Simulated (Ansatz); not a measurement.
# A basis-limit estimate, worked out

An elementary step of CH₅OS, doublet (CH₃O ([CH3][O]) + H₂S → CH₄O ([CH3][OH]) + HS; bonds formed: H1–O3; bonds broken: H1–S2). “Start” is the structure reached by relaxing down from the saddle towards the reactants; PBE0-D4/def2-TZVP structures. The saddle:

```
8
angstrom
H 0.6895 -0.5452 -0.8068
S 1.9267 0.0878 -1.1842
O -0.3329 -0.8296 0.0768
C -1.0516 0.2802 0.4617
H 2.6305 -0.6593 -0.3199
H -1.3042 0.9467 -0.3709
H -0.5640 0.8376 1.2705
H -1.9941 -0.1181 0.8728
```

Computed with Ansatz 0.2.0 (basis: def2-TZVPP and def2-QZVPP); correlated methods freeze the cores; orbitals are unrestricted.

Energies in eV:

| quantity | saddle | start |
| --- | --- | --- |
| Hartree–Fock, triple zeta (X = 3) | -13963.49501 | -13964.29744 |
| Hartree–Fock, quadruple zeta (X = 4) | -13963.95850 | -13964.75929 |
| MP2 correlation, X = 3 | -15.74933 | -15.30052 |
| MP2 correlation, X = 4 | -16.99667 | -16.53632 |
| CCSD(T) correlation, X = 3 | -17.77344 | -17.29101 |

Problem. Work out the barrier at the basis limit: extrapolate Hartree–Fock as E(X) = E∞ + A exp(−7.88 √X) and the MP2 correlation as E(X) = E∞ + B X^−2.97 (the exponents that Neese and Valeev fitted for def2-TZVPP and QZVPP), then add CCSD(T) − MP2 in triple zeta.

Solution. Each step is linear, so take the differences first (saddle − start): Hartree–Fock 0.80243 (X = 3) and 0.80079 (X = 4); MP2 correlation -0.44881 and -0.46035; CCSD(T) correlation -0.48243.
Two points give E∞ = E(4) + w [E(4) − E(3)], with w = 1/(exp(7.88 (2 − √3)) − 1) = 0.1377 for Hartree–Fock and w = 1/((4/3)^2.97 − 1) = 0.7407 for the correlation.
Hartree–Fock: 0.80079 + 0.1377 × (-0.00164) = 0.8006 eV.
MP2 correlation: -0.46035 + 0.7407 × (-0.01154) = -0.4689 eV.
CCSD(T) − MP2: -0.48243 − (-0.44881) = -0.0336 eV.
Sum: 0.8006 + (-0.4689) + (-0.0336) = 0.2981 eV, or 6.87 kcal/mol. Plain CCSD(T) in triple zeta gives 0.3200 eV, so the larger basis shifts the result by -0.0219 eV.

T1 diagnostic: at most 0.025. ⟨S²⟩ of the unrestricted Hartree–Fock references: 0.76 to 0.78 (a pure state has 0.75).

Labels in which every atom is bracketed show which atoms are joined, not bond orders.

For scale, one of the runs: CCSD(T)/def2-TZVPP, 174 basis functions (an equivalent command: `ansatz run in.yaml --threads 4`). Time: 94 s of wall clock on 4 CPU threads; the host was shared. Peak host memory: 3.9 GiB.
